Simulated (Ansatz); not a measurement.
Scan of H2Si, singlet: symmetric bend, bond length relaxed. Scanned: H-Si-H angle. Other coordinates (Si-H bond length) were minimised at B3LYP/def2-TZVP.

Level of theory: full CI/aug-cc-pVDZ, frozen core (Ansatz, an electronic-structure program).

Scanned values (°): 180, 170.09, 157.76, 149.87, 140.66, 129.28, 120.29, 108.38, 100.28, 89.10, 81.01, 70.52, 60.

Question: At which scan points does the profile have its minima and maxima, and how high do they lie?

Answer: Lower than their neighbours: 89.10° (0.0 kJ/mol). Higher than their neighbours: 180° (268.8 kJ/mol, end of the scan), 60° (67.0 kJ/mol, end of the scan). The whole profile spans 268.8 kJ/mol.
